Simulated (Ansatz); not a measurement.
# CH2O: the cost of one run

Computed with Ansatz 0.2.0, driven from Python. Level of theory: B3LYP/cc-pVDZ.

## 1. The structure

Bond lengths: C1–O2 1.192 Å, C1–H3 1.103 Å, C1–H4 1.103 Å. Angles: O2–C1–H3 122.8°, O2–C1–H4 122.8°, H3–C1–H4 114.4°.

No structure file is read: the coordinates are typed or built in the script.

## 2. Script

Input file dimer.py:

```python
import logging
import sys

import ansatz

logging.basicConfig(stream=sys.stdout, format="%(levelname)s %(message)s")
logger = logging.getLogger("run")
logger.setLevel(logging.INFO)

BASIS_SET = "cc-pVDZ"
XC = "b3lyp"

FIRST = [
    ("C", (0.0042, 0.0, -0.0023)),
    ("O", (0.6921, 0.5455, 0.8038)),
    ("H", (-0.5457, 0.5466, -0.7869)),
    ("H", (-0.1506, -1.092, -0.0147)),
]
SECOND = [
    ("C", (-2.29, 2.5536, 1.6397)),
    ("O", (-3.2149, 2.0046, 2.1532)),
    ("H", (-1.6709, 2.079, 0.8598)),
    ("H", (-1.9698, 3.5718, 1.918)),
]

def energy(atoms, ghosts=()):
    molecule = ansatz.Crystal.molecule()
    for symbol, xyz in atoms:
        molecule = molecule.atom(symbol, xyz)
    calc = (
        molecule.calculation()
        .basis(gaussian=BASIS_SET)
        .functional(XC)
    )
    deck = calc.input()
    if ghosts:
        deck = deck.set(ansatz.key.basis.gaussian.ghost_atoms, [{"symbol": s, "position_ang": list(xyz)} for s, xyz in ghosts])
    return ansatz.Session.from_dict(deck).plan().execute().report["free_energy_ev"]


def main() -> None:
    both = energy(FIRST + SECOND)
    alone = energy(FIRST) + energy(SECOND)
    ghosted = energy(FIRST, SECOND) + energy(SECOND, FIRST)
    logger.info(f"dimer {both:.6f} eV")
    logger.info(f"interaction, uncorrected   {(both - alone):8.3f} eV")
    logger.info(f"interaction, counterpoise  {(both - ghosted):8.3f} eV")
    logger.info(f"basis-set superposition    {(alone - ghosted):8.3f} eV")


if __name__ == "__main__":
    main()
```

## 3. The calls as engine input

The engine receives this input (first run):

```yaml
crystal:
  periodic: [false, false, false]
  atoms:
    - { symbol: C, position_ang: [0.0042, 0.0, -0.0023] }
    - { symbol: O, position_ang: [0.6921, 0.5455, 0.8038] }
    - { symbol: H, position_ang: [-0.5457, 0.5466, -0.7869] }
    - { symbol: H, position_ang: [-0.1506, -1.092, -0.0147] }
    - { symbol: C, position_ang: [-2.29, 2.5536, 1.6397] }
    - { symbol: O, position_ang: [-3.2149, 2.0046, 2.1532] }
    - { symbol: H, position_ang: [-1.6709, 2.079, 0.8598] }
    - { symbol: H, position_ang: [-1.9698, 3.5718, 1.918] }
basis:
  gaussian:
    orbitals: cc-pVDZ
hamiltonian:
  xc: b3lyp
```

## 4. The run

On the command line:

```sh
> python dimer.py
```

What time and memory should one allow on 1 thread of Intel Xeon Platinum 8488C (Sapphire Rapids), shared host?

About 3.4 s, with a peak of 0.19 GiB.
